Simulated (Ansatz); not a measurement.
# C5H10O: the cost of one run

Program: Ansatz 0.2.0. Level of theory: RHF/STO-3G. These are calculated values, not measurements.

### Step 1. Starting point

Bond lengths (14 of 15 bonds, heavy atoms first): C1–C2 1.516 Å, C2–C3 1.363 Å, C3–O4 1.264 Å, O4–C5 1.446 Å, C5–C6 1.523 Å, C1–H7 1.118 Å, C1–H8 1.045 Å, C1–H9 1.108 Å, C2–H10 1.089 Å, C3–H11 1.070 Å, C5–H12 1.068 Å, C5–H13 1.101 Å, C6–H14 1.101 Å, C6–H15 1.106 Å. Angles (14 of 25 angles, heavy atoms first): C1–C2–C3 127.1°, C2–C3–O4 123.4°, C3–O4–C5 115.5°, O4–C5–C6 111.4°, C1–C2–H10 113.1°, C3–C2–H10 119.8°, C2–C1–H7 108.1°, C2–C1–H8 109.2°, C2–C1–H9 109.7°, C2–C3–H11 119.7°, O4–C3–H11 116.8°, O4–C5–H12 110.1°, O4–C5–H13 110.3°, C6–C5–H12 111.1°.

Structure file:

```xyz
16

C     1.3784   -2.0910    1.0734
C     1.8277   -0.9757    0.1506
C     1.0425   -0.0290   -0.4361
O    -0.2035    0.0566   -0.2448
C    -0.8099    1.3085   -0.6382
C    -2.2973    1.3326   -0.3133
H     0.2766   -1.9895    1.2309
H     1.5975   -3.0115    0.6308
H     1.8298   -1.9518    2.0762
H     2.9018   -0.9733   -0.0261
H     1.4876    0.7170   -1.0612
H    -0.6404    1.4883   -1.6771
H    -0.3674    2.1426   -0.0716
H    -2.8303    0.5252   -0.8389
H    -2.4705    1.1219    0.7585
H    -2.7455    2.3066   -0.5689
```

### Step 2. Preparing the start

input.yaml reads:

```yaml
crystal:
  periodic: [false, false, false]
  atoms:
    - { symbol: C, position_ang: [1.3784, -2.091, 1.0734] }
    - { symbol: C, position_ang: [1.8277, -0.9757, 0.1506] }
    - { symbol: C, position_ang: [1.0425, -0.029, -0.4361] }
    - { symbol: O, position_ang: [-0.2035, 0.0566, -0.2448] }
    - { symbol: C, position_ang: [-0.8099, 1.3085, -0.6382] }
    - { symbol: C, position_ang: [-2.2973, 1.3326, -0.3133] }
    - { symbol: H, position_ang: [0.2766, -1.9895, 1.2309] }
    - { symbol: H, position_ang: [1.5975, -3.0115, 0.6308] }
    - { symbol: H, position_ang: [1.8298, -1.9518, 2.0762] }
    - { symbol: H, position_ang: [2.9018, -0.9733, -0.0261] }
    - { symbol: H, position_ang: [1.4876, 0.717, -1.0612] }
    - { symbol: H, position_ang: [-0.6404, 1.4883, -1.6771] }
    - { symbol: H, position_ang: [-0.3674, 2.1426, -0.0716] }
    - { symbol: H, position_ang: [-2.8303, 0.5252, -0.8389] }
    - { symbol: H, position_ang: [-2.4705, 1.1219, 0.7585] }
    - { symbol: H, position_ang: [-2.7455, 2.3066, -0.5689] }
basis:
  gaussian: { orbitals: STO-3G }
hamiltonian:
  xc: hf
relax:
  f_tol: 0.02
  max_steps: 40
scf:
  lower_state_search: "off"
output:
  orbitals: {}
```

Command:

```
> ansatz run input.yaml --threads 1 --pin off --max-ram 2048MiB --backend cpu --events-out ev --progress --plain --runs-dir out
```

Q: Estimate wall time and peak memory on 1 thread of Arm Neoverse V1, shared host.

About 24 s, with a peak of 0.093 GiB.
